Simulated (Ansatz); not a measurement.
Process, species as SMILES: N (NH3) → [NH2] (NH2) + H atom
B3LYP-D3(BJ)/def2-TZVP geometries, fixed; electronic energies without zero-point terms.
Largest species:
```xyz
4

N      0.0022    -0.0038     0.1116
H     -0.0020     0.9512    -0.2281
H      0.8095    -0.4644    -0.2929
H     -0.8232    -0.4600    -0.2599
```

Basis-set convergence of the bond dissociation energy at r2SCAN with Ansatz (a quantum-chemistry and plane-wave program). Cartesian d functions, on some or all atoms, in 6-31G*, 6-31+G*; all else is spherical. The program fits the integrals of some runs and decomposes those of others, by size. Open shells are unrestricted. No added dispersion term, no relativity. Functions are those of the species that has most. Reference: the value in pcseg-4, 110.92 kcal/mol, itself unsure by roughly 0.04 kcal/mol (its mean distance from aug-pcseg-3, aug-cc-pVQZ, cc-pV5Z). Deviations are taken from unrounded values.

| basis | functions | bond dissociation energy (kcal/mol) |
|---|---|---|
| 6-31G* | 21 | 107.52 |
| 6-31+G* | 25 | 109.14 |
| cc-pVDZ | 29 | 108.14 |
| aug-cc-pVDZ | 50 | 109.69 |
| def2-SVP | 29 | 109.33 |
| def2-SVPD | 44 | 111.29 |
| pcseg-1 | 29 | 109.15 |
| aug-pcseg-1 | 50 | 109.81 |
| 6-311G** | 36 | 110.23 |
| 6-311+G** | 40 | 111.07 |
| def2-TZVP | 49 | 110.14 |
| def2-TZVPD | 64 | 110.24 |
| cc-pVTZ | 72 | 110.44 |
| aug-cc-pVTZ | 115 | 110.73 |
| pcseg-2 | 72 | 111.04 |
| aug-pcseg-2 | 115 | 110.91 |
| def2-TZVPP | 73 | 110.66 |
| def2-TZVPPD | 88 | 110.81 |
| cc-pVQZ | 145 | 110.72 |
| aug-cc-pVQZ | 218 | 110.83 |
| def2-QZVPP | 147 | 110.88 |
| def2-QZVPPD | 162 | 110.83 |
| pcseg-3 | 159 | 110.97 |
| aug-pcseg-3 | 232 | 110.94 |

What the diffuse functions change, pair by pair:
- 6-31G* to 6-31+G*: 4 more functions, deviation -3.40 to -1.78 kcal/mol
- cc-pVDZ to aug-cc-pVDZ: 21 more functions, deviation -2.78 to -1.23 kcal/mol
- def2-SVP to def2-SVPD: 15 more functions, deviation -1.59 to 0.37 kcal/mol
- pcseg-1 to aug-pcseg-1: 21 more functions, deviation -1.78 to -1.11 kcal/mol
- 6-311G** to 6-311+G**: 4 more functions, deviation -0.69 to 0.14 kcal/mol
- def2-TZVP to def2-TZVPD: 15 more functions, deviation -0.79 to -0.69 kcal/mol
- cc-pVTZ to aug-cc-pVTZ: 43 more functions, deviation -0.49 to -0.20 kcal/mol
- pcseg-2 to aug-pcseg-2: 43 more functions, deviation 0.11 to -0.01 kcal/mol
- def2-TZVPP to def2-TZVPPD: 15 more functions, deviation -0.26 to -0.11 kcal/mol
- cc-pVQZ to aug-cc-pVQZ: 73 more functions, deviation -0.20 to -0.10 kcal/mol
- def2-QZVPP to def2-QZVPPD: 15 more functions, deviation -0.04 to -0.10 kcal/mol
- pcseg-3 to aug-pcseg-3: 73 more functions, deviation 0.04 to 0.01 kcal/mol

They bring the value nearer the reference by more than 0.04 kcal/mol in 10 of 12 pairs.
